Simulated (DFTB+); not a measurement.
DFTB+ input (SCC-DFTB): The folder sk holds the Slater-Koster set scc that CP2K ships.

```
Geometry = xyzFormat {
3

S     -0.00000000    -0.00000000    -1.55270816
C      0.00000000     0.00000000     0.00000000
S      0.00000000     0.00000000     1.55270816
}
Driver = GeometryOptimization {
  Optimizer = Rational {}
  MaxSteps = 500
  OutputPrefix = "geo_end"
  Convergence { GradElem = 1e-5 }
}
Hamiltonian = DFTB {
  SCC = Yes
  SCCTolerance = 1e-8
  MaxSCCIterations = 300
  Charge = 0
  SlaterKosterFiles = Type2FileNames {
    Prefix = "sk/"
    Separator = ""
    Suffix = ".spl"
    LowerCaseTypeName = Yes
  }
  MaxAngularMomentum {
    C = "p"
    S = "d"
  }
  Filling = Fermi { Temperature [K] = 0 }
}
ParserOptions { ParserVersion = 14 }
```

From the last part of the output:

```

Nr. of electrons (up):     16.00000000
Atom populations (up)
 Atom       Population
    1       6.08640627
    2       3.82718746
    3       6.08640627

l-shell populations (up)
 Atom Sh.   l       Population
    1   1   0       1.81585078
    1   2   1       4.18998701
    1   3   2       0.08056848
    2   1   0       1.28344625
    2   2   1       2.54374121
    3   1   0       1.81585078
    3   2   1       4.18998701
    3   3   2       0.08056848

Orbital populations (up)
 Atom Sh.   l   m       Population  Label
    1   1   0   0       1.81585078  s
    1   2   1  -1       1.53578749  p_y
    1   2   1   0       1.11841202  p_z
    1   2   1   1       1.53578749  p_x
    1   3   2  -2       0.00000000  d_xy
    1   3   2  -1       0.04078135  d_yz
    1   3   2   0      -0.00099421  d_z2
    1   3   2   1       0.04078135  d_xz
    1   3   2   2       0.00000000  d_x2-y2
    2   1   0   0       1.28344625  s
    2   2   1  -1       0.84686233  p_y
    2   2   1   0       0.85001656  p_z
    2   2   1   1       0.84686233  p_x
    3   1   0   0       1.81585078  s
    3   2   1  -1       1.53578749  p_y
    3   2   1   0       1.11841202  p_z
    3   2   1   1       1.53578749  p_x
    3   3   2  -2       0.00000000  d_xy
    3   3   2  -1       0.04078135  d_yz
    3   3   2   0      -0.00099421  d_z2
    3   3   2   1       0.04078135  d_xz
    3   3   2   2       0.00000000  d_x2-y2

Fermi level:                        -0.2021394850 H           -5.5005 eV
Band energy:                        -6.8436575657 H         -186.2254 eV
TS:                                  0.0000000000 H            0.0000 eV
Band free energy (E-TS):            -6.8436575657 H         -186.2254 eV
Extrapolated E(0K):                 -6.8436575657 H         -186.2254 eV
Input / Output electrons (q):     16.0000000000     16.0000000000

Energy H0:                          -6.7410327326 H         -183.4328 eV
Energy SCC:                          0.0019395128 H            0.0528 eV
Total Electronic energy:            -6.7390932198 H         -183.3801 eV
Repulsive energy:                    0.1666954079 H            4.5360 eV
Total energy:                       -6.5723978119 H         -178.8440 eV
Extrapolated to 0:                  -6.5723978119 H         -178.8440 eV
Total Mermin free energy:           -6.5723978119 H         -178.8440 eV
Force related energy:               -6.5723978119 H         -178.8440 eV

Non-constrained calculation

SCC converged

Full geometry written in geo_end.{xyz|gen}

Dipole moment:   -0.00000000    0.00000000   -0.00000000 au
Dipole moment:   -0.00000000    0.00000000   -0.00000000 Debye

Geometry converged
```
